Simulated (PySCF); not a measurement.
Species: P2F4.
Numbering: `[F:1][P:2]([F:3])[P:4]([F:5])[F:6]`

Computed by this run: PBE0-D3(BJ)/def2-SVP geometry optimisation, gas phase in PySCF; density fitting, grid level 1; the optimiser is geomeTRIC in internal coordinates, started from a GFN2-xTB structure with every atom displaced at random (about 0.01 Å).

The end geometry, which sets the zero of energy:
```
atom  x, y, z in Å
F1     -1.2392   -0.9778   -1.2851
P2     -0.4832   -1.0245    0.1423
F3     -1.6778   -0.4622    1.0728
P4      0.4869    1.0139   -0.1409
F5      1.2808    0.9761    1.2645
F6      1.6558    0.4444   -1.0992
```

Task: These geometries come from the run, each turned onto the end geometry. Order them by energy, lowest first.
A.
```
atom  x, y, z in Å
F1     -1.2281   -0.9336   -1.2859
P2     -0.4595   -0.9818    0.1363
F3     -1.6864   -0.5335    1.0814
P4      0.4962    1.0563   -0.1529
F5      1.2741    1.0030    1.2622
F6      1.6271    0.3595   -1.0866
```
B.
```
atom  x, y, z in Å
F1     -1.2295   -0.9575   -1.2843
P2     -0.4803   -1.0091    0.1445
F3     -1.6939   -0.5009    1.0734
P4      0.4944    1.0356   -0.1429
F5      1.2894    0.9932    1.2618
F6      1.6433    0.4086   -1.0981
```
C.
```
atom  x, y, z in Å
F1     -1.2633   -0.9748   -1.2410
P2     -0.4627   -1.0341    0.1431
F3     -1.6978   -0.4734    1.0401
P4      0.4840    1.0399   -0.1563
F5      1.2932    0.9537    1.2232
F6      1.6700    0.4587   -1.0548
```

Result: B (0.003 eV), A (0.014 eV), C (0.064 eV).

In the order of the answer:

```csv
step,E above end (eV),largest force (eV/Å),rms force component (eV/Å),rms distance from end (Å),rms bond change (Å),bond most changed (Å)
3,0.003,0.17,0.061,0.028,0.005,P2–P4 +0.008
2,0.014,0.24,0.084,0.059,0.005,P4–F6 +0.008
0,0.064,0.87,0.419,0.041,0.017,P2–P4 +0.024
```

What follows is the cost of the whole optimisation. Hardware: an Arm Neoverse V1 with one thread, shared host. Cost: 20 s of wall time, 0.37 GiB resident at most.
